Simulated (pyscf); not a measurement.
H₂N–SiH(F)–Cl + H atom (H•) -> ammonia (NH₃) + F–SiH•–Cl, a substitution at N (doublet surface; N–Si broken, H–N formed). Single points on ωB97X-D3(BJ)/def2-SVP structures (PySCF, gas phase). Energies in eV from the separated reactants.

Small-basis levels: PySCF, no dispersion term, spherical d functions. Open shells are spin-unrestricted. 

### Question
Quick BP86/6-31G* single points give ΔE‡ = 0.35 eV and ΔE = -0.13 eV. What does ωB97M-D3(BJ)/def2-TZVP give, and how far is the quick result from it?

### Answer
ωB97M-D3(BJ)/def2-TZVP gives ΔE‡ = 0.97 eV and ΔE = +0.18 eV. BP86/6-31G* lies 0.62 eV under it in the barrier and 0.31 eV under it in the reaction energy, so on this step it does not hold to within 0.13 eV. ωB97M-D3(BJ)/def2-TZVP has limits of its own. On the product side the descent ends in a bound adduct, 0.41 eV under the separated species and 1.27 eV under the saddle at ωB97X-D3(BJ)/def2-TZVP. At ωB97X-D3(BJ)/def2-TZVP the barrier from the zero used here is 1.07 eV. The same reactants have a lower exit, to H₂N–Si•(F)–Cl + H₂ (barrier +0.28 eV at ωB97M-D3(BJ)/def2-TZVP, against +0.97 eV here). One saddle was located; it need not be the lowest between these sides. The angle at the attacked N is 132°.
